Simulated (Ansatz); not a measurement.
Born–Oppenheimer molecular dynamics of CH$_{10}$Si$_{2}$ (13 atoms, charge 0, multiplicity 1). It starts at the highest image of a converged band. Of that band: Neighbouring images differ by up to 2.9 eV, so the band resolves the path poorly. A vibrational analysis at the climbing image gives one clearly imaginary mode, 1567i cm⁻¹: a first-order saddle point.

Level of theory: Ansatz, RKS BLYP-D4/6-31G*.

```
ensemble                      : NVE (velocity Verlet)
time step                     : 0.5 fs
steps asked                   : 200
starting velocities drawn for : 300 K
seed                          : 11157
```

First frame:

```xyz
13
Properties=species:S:1:pos:R:3
Si -0.156 -0.021 0.103
C 0.305 0.064 2.315
H -0.367 0.089 3.192
H 0.873 -0.878 2.316
H 0.967 0.942 2.326
H 1.359 -0.022 0.007
H -0.528 1.080 -0.845
H -0.586 -1.401 -0.252
Si -2.828 0.453 0.875
H -3.447 -0.008 -0.422
H -3.611 -0.213 1.983
H -3.127 1.930 0.978
H -0.878 0.206 1.577
```

Problem. How far do the bonds stretch over the last three quarters of this one trajectory? (Pairs bonded in most of those frames.)

Solution. 
```csv
bond,mean (Å),spread (Å),shortest,longest
Si1–C2,1.909,0.116,1.75,2.09
Si1–H6,1.519,0.058,1.43,1.61
Si1–H7,1.507,0.018,1.47,1.54
Si1–H8,1.507,0.012,1.48,1.52
C2–H3,1.104,0.015,1.08,1.13
C2–H4,1.106,0.027,1.06,1.15
C2–H5,1.103,0.011,1.08,1.12
Si9–H10,1.505,0.036,1.45,1.57
Si9–H11,1.515,0.041,1.44,1.59
Si9–H12,1.501,0.017,1.47,1.53
Si9–H13,1.592,0.205,1.27,1.88
```

Mean temperature of the second half: 1826 K. The conserved energy stayed within 0.76 meV per atom of its start (net change -0.34 meV per atom), so the integration is sound. The kinetic energy rose, since the run started high on the potential surface and went downhill. It ends in pieces (CH6Si + H4Si), so much of that is their flight and rotation, not heat. A run of 0.1 ps of so small a system gives no equilibrium averages. The orbitals stay closed-shell, which can raise the energy where a bond breaks towards radicals; this wasn't checked here.

Time of the run: 9.2 min on 1 thread of Arm Neoverse V1 (shared host), peak memory 0.12 GiB.
